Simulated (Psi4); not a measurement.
**CH4 (methane) at CCSD(T)/def2-TZVPP**

Aim: the energy change on altering one bond length of CH4 (methane) at CCSD(T)/def2-TZVPP, from 2 runs. 

The results are computed with Psi4 1.11.

1 further run of the same task is left out (set aside as unsound or not needed).

## Step 1: The molecule

The species is CH4 (5 atoms), meant as a singlet with charge 0. SMILES: `C`. The coordinates come from a PBE0-D4/def2-TZVP relaxation.

Bond lengths: C1–H2 1.090 Å, C1–H3 1.090 Å, C1–H4 1.090 Å, C1–H5 1.090 Å. Angles: H2–C1–H3 109.5°, H2–C1–H4 109.5°, H2–C1–H5 109.5°, H3–C1–H4 109.5°, H3–C1–H5 109.5°, H4–C1–H5 109.5°.

## Step 2: A single-point energy at CCSD(T)/def2-TZVPP

File ch4.xyz:

```xyz
5
CH4
C      0.000000     0.000000     0.000000
H      0.159000    -0.243200     1.050200
H     -1.006700     0.395200    -0.132900
H      0.119700    -0.899500    -0.603300
H      0.728100     0.747400    -0.313900
```

File run.py:

```python
import numpy as np
from ase.calculators.psi4 import Psi4
from ase.io import read

mol = read('ch4.xyz')
calc = Psi4(atoms=mol, method='ccsd(t)', basis='def2-TZVPP', memory='1600MB', num_threads=1, charge=0, multiplicity=1, label='calc')
calc.psi4.set_options({'puream': True, 'e_convergence': 1e-09, 'd_convergence': 1e-08, 'scf_type': 'pk', 'num_frozen_docc': 1})
mol.calc = calc

print(f'energy: {mol.get_potential_energy():.6f} eV')
```

Launch:

```
$ python run.py
```

calc.dat:

```text
[...]
  Running in c1 symmetry.
[...]
  Nuclear repulsion =   13.439764271567618
[...]
  Multiplicity = 1
[...]
  Nalpha       = 5
  Nbeta        = 5
[...]
    Number of basis functions: 87
[...]
   @RHF iter   1:   -40.14884978868727   -4.89133e-01   3.88296e-03 ADIIS/DIIS
[...]
   @RHF iter   8:   -40.21432678692175   -2.03926e-12   1.24024e-09 DIIS
[...]
    Orbital Energies [Eh]
    ---------------------
    Doubly Occupied:
       1A    -11.206534     2A     -0.942368     3A     -0.544785
       4A     -0.544758     5A     -0.544751
[...]
  @RHF Final Energy:   -40.21432678692175
   => Energetics <=
    Nuclear Repulsion Energy =             13.4397642715676184
    One-Electron Energy =                 -79.7417920892729057
    Two-Electron Energy =                  26.0877010307835526
    Total Energy =                        -40.2143267869217453
[...]
 Multipole Moments:
 ------------------------------------------------------------------------------------
     Multipole            Electronic (a.u.)      Nuclear  (a.u.)        Total (a.u.)
 ------------------------------------------------------------------------------------
 L = 1.  Multiply by 2.5417464519 to convert [e a0] to [Debye]
 Dipole X            :         -0.0000606            0.0000702            0.0000095
 Dipole Y            :          0.0000830           -0.0000702            0.0000128
 Dipole Z            :         -0.0000595            0.0000702            0.0000107
 Magnitude           :                                                    0.0000192
[...]
      * MP2 total energy                      =  -40.412058193648384
[...]
      * CCSD total energy                     =  -40.432380549847913
[...]
      * CCSD(T) total energy                  =  -40.438605204387869
```

The script printed:

```text
energy: -1100.390497 eV
```

Wall time 48 s (1 thread of Intel Xeon at 2.50GHz (Skylake/Cascade Lake), shared host); peak memory 0.91 GiB.

## Step 3: The distorted shape at the same level

File ch4.xyz:

```xyz
5
CH4
C     -0.059848     0.449735     0.301640
H      0.099152     0.206535     1.351840
H     -1.066548     0.844935     0.168740
H      0.119700    -0.899500    -0.603300
H      0.668252     1.197135    -0.012260
```

File run.py:

```python
import numpy as np
from ase.calculators.psi4 import Psi4
from ase.io import read

a = read('ch4.xyz')
calc = Psi4(atoms=a, method='ccsd(t)', basis='def2-TZVPP', memory='1600MB', num_threads=1, charge=0, multiplicity=1, label='psi4-calc')
calc.psi4.set_options({'puream': True, 'e_convergence': 1e-09, 'd_convergence': 1e-08, 'scf_type': 'pk', 'num_frozen_docc': 1})
a.calc = calc

print(f'energy: {a.get_potential_energy():.6f} eV')
```

Launch:

```
$ python run.py
```

psi4-calc.dat:

```text
[...]
  Running in c1 symmetry.
[...]
  Nuclear repulsion =   12.283066563705081
[...]
  Multiplicity = 1
[...]
  Nalpha       = 5
  Nbeta        = 5
[...]
    Number of basis functions: 87
[...]
   @RHF iter   1:   -40.05060910761629   -6.19256e-01   3.79705e-03 DIIS/ADIIS
[...]
   @RHF iter   9:   -40.12945210013850   -1.24416e-11   4.84088e-09 DIIS
[...]
    Orbital Energies [Eh]
    ---------------------
    Doubly Occupied:
       1A    -11.264626     2A     -0.926123     3A     -0.562617
       4A     -0.562583     5A     -0.433422
[...]
  @RHF Final Energy:   -40.12945210013850
   => Energetics <=
    Nuclear Repulsion Energy =             12.2830665637050807
    One-Electron Energy =                 -77.3262942615800455
    Two-Electron Energy =                  24.9137755977364677
    Total Energy =                        -40.1294521001385007
[...]
 Multipole Moments:
 ------------------------------------------------------------------------------------
     Multipole            Electronic (a.u.)      Nuclear  (a.u.)        Total (a.u.)
 ------------------------------------------------------------------------------------
 L = 1.  Multiply by 2.5417464519 to convert [e a0] to [Debye]
 Dipole X            :         -0.0749973            0.0420673           -0.0329300
 Dipole Y            :          0.5632410           -0.3156624            0.2475786
 Dipole Z            :          0.3776588           -0.2115995            0.1660593
 Magnitude           :                                                    0.2999254
[...]
      * MP2 total energy                      =  -40.331202265746022
[...]
      * CCSD total energy                     =  -40.355850329843030
[...]
      * CCSD(T) total energy                  =  -40.363551098461635
```

On the terminal:

```text
energy: -1098.348170 eV
```

Run time: 61 s. Hardware: 1 thread of Intel Xeon at 2.50GHz (Skylake/Cascade Lake), shared host; peak memory 0.91 GiB.

## Step 4: Summary of results

At CCSD(T)/def2-TZVPP, 1 core orbital frozen:

| quantity | value |
| --- | --- |
| first shape: total energy | -40.43861 Eh |
| first shape: HOMO energy (Hartree–Fock orbitals) | -14.82 eV |
| first shape: LUMO energy (Hartree–Fock orbitals) | 4.07 eV |
| first shape: HOMO–LUMO gap (Hartree–Fock orbitals) | 18.90 eV |
| first shape: correlation energy (1 core orbital frozen) | -224.3 mEh |
| first shape: (T) correction | -6.22 mEh |
| first shape: T1 diagnostic | 0.007 |
| distorted shape: total energy | -40.36355 Eh |
| distorted shape: HOMO energy (Hartree–Fock orbitals) | -11.79 eV |
| distorted shape: LUMO energy (Hartree–Fock orbitals) | 3.07 eV |
| distorted shape: HOMO–LUMO gap (Hartree–Fock orbitals) | 14.86 eV |
| distorted shape: correlation energy (1 core orbital frozen) | -234.1 mEh |
| distorted shape: (T) correction | -7.70 mEh |
| distorted shape: T1 diagnostic | 0.014 |
| energy change with the C1–H4 bond stretched from 1.090 to 1.634 Å | 2.042 eV |

In words: With the C1–H4 bond stretched from 1.090 to 1.634 Å the energy rises by 2.04 eV (47 kcal/mol). The first shape isn't relaxed at this level, so the change isn't measured from a minimum. The triples (first shape) make up 2.8 % of the correlation energy. The triples (distorted shape) make up 3.3 % of the correlation energy.
